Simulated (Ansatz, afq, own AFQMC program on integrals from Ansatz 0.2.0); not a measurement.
CHClNSi, doublet: AFQMC among the cluster methods

```xyz
5

N     0.7376   -2.2214    0.8763
C     0.3855   -1.1747    0.5147
Si   -0.0434    0.4938   -0.1462
Cl   -1.8741    0.3966   -1.0718
H    -0.0635    1.4659    0.9809
```

Connectivity, by distances: N–C–SiH–Cl.

Basis def2-TZVP. Only valence electrons are correlated. Ansatz 0.2.0 and our own AFQMC program on the same integrals; the CISD trial comes from CCSD amplitudes, and released means the phaseless constraint is let go. Error bars are statistical, one sigma.

Determinant: UHF, the one that the program's search chose, which needn't be the lowest solution. The geometry is a PBE0/def2-SVP stationary point of this or a neighbouring charge and spin state.

No full CI on the walks' own integrals is used here. The released AFQMC energy serves as the reference, which it does only where one determinant dominates, the energy is flat over the last release times and near the phaseless one (40 meV or 2 meV an electron, half that with transition metals). On small molecules, where full CI could be run and the noise was under 10 meV, such values lay within 10 meV of it in 19 cases of 20, a flattering rate, since the rule was set on those same cases; what remains of the bias isn't in the error bar.

Cautions: unrestricted determinant slightly spin contaminated (⟨S²⟩ 0.82 against 0.75); the released value is read at 1.00 1/Eh with a noise of 13 meV, more than in the cases checked (meV from the phaseless value at times in 1/Eh: -21 ± 9 at 0.24, -25 ± 10 at 0.50, -11 ± 13 at 1.00).

The T1 diagnostic is 0.0245 and the weight of the determinant in the CISD state is 0.774. The ⟨S²⟩ of the determinant is 0.818 and the size of the correlated space is 21 electrons in 130 orbitals.

| level | correlation energy (eV) |
| --- | --- |
| MP2 | -16.3868 |
| CCSD | -17.2991 |
| CCSD(T) | -18.1689 |

Question: Estimate where phaseless AFQMC with a CISD trial lies against CCSD(T) on the same integrals.

Answer: 6.8 ± 0.9 kJ/mol below CCSD(T).

Reference: AFQMC with the constraint released, correlation energy -18.251 ± 0.013 eV.

| level | E − E(reference) (kJ/mol) | share of correlation (%) |
| --- | --- | --- |
| CCSD(T) | 7.9 ± 1.3 | 99.55 |
| ph-AFQMC/CISD | 1.1 ± 1.6 | 99.94 |

Released energies are given only where the last usable release times agree within the noise; a slower fall can still hide under it.
